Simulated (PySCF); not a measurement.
## Field gradients at the hydrogen positions

2-pyrazoline, C3H6N2.
Cartesian coordinates in Å at the GFN2-xTB level; atoms count from 1:
```xyz
11
C3H6N2 angstrom
C      1.1155    0.7386    0.1647
N      0.1461    1.5572    0.1538
N     -1.0325    0.8931    0.1368
C     -0.8254   -0.5375   -0.1333
C      0.6877   -0.7082    0.0772
H      2.1311    1.0699    0.2577
H     -1.7658    1.3731   -0.3642
H     -1.1270   -0.7972   -1.1551
H     -1.4234   -1.1229    0.5677
H      1.1835   -1.2333   -0.7399
H      0.9156   -1.2300    1.0086
```

Level: PBE0/pcSseg-1 (PySCF, non-relativistic); Q(2H) = 0.00286 b; rigid geometry, the same for H and D, with no vibrational averaging.

Task: Rank these positions by the coupling χzz of a deuteron there, largest first.
A. H11 (methylene hydrogen)
B. H6 (hydrogen on a C=N carbon)
C. H7 (N–H hydrogen)
D. H8 (methylene hydrogen)

Result: C (273 kHz), B (232 kHz), A (205 kHz), D (196 kHz).

Task: What are Vzz, η and χzz (234.96 MHz × Q × Vzz) at all hydrogens?

Result: 
```
atom  bonded to  bond length (Å)  Vzz (au)     η  χzz (kHz)
  H6         C1            1.072    0.3446  0.07        232
  H7         N3            1.010    0.4057  0.19        273
  H8         C4            1.097    0.2921  0.05        196
  H9         C4            1.092    0.3006  0.02        202
 H10         C5            1.091    0.3078  0.02        207
 H11         C5            1.092    0.3054  0.02        205
```

Task: Average by the element that carries the hydrogen.

Result: on C: 208 kHz over 5 positions, mean bond length 1.089 Å; on N: 273 kHz over 1 position, mean bond length 1.010 Å.

Task: A static deuteron (I = 1) shows a doublet split by (3/2)χ, (3/4)χ(1 + η) and (3/4)χ(1 − η) with the field along z, y and x of the gradient. What are these for H10?

Result: With |χ| = 206.8 kHz and η = 0.023: 310, 159 and 152 kHz, to first order and without motion.

Geometry: GFN2-xTB, one conformer, isolated molecule. GFN2-xTB bond lengths can be off by several hundredths of an ångström, more for odd bonds, and the gradients follow them. These gradients aren't converged with respect to the basis.

These values come from a run that also computed NMR shieldings. Rough CPU time on one thread of a shared machine: about 30 s (grids of density and orbitals included).
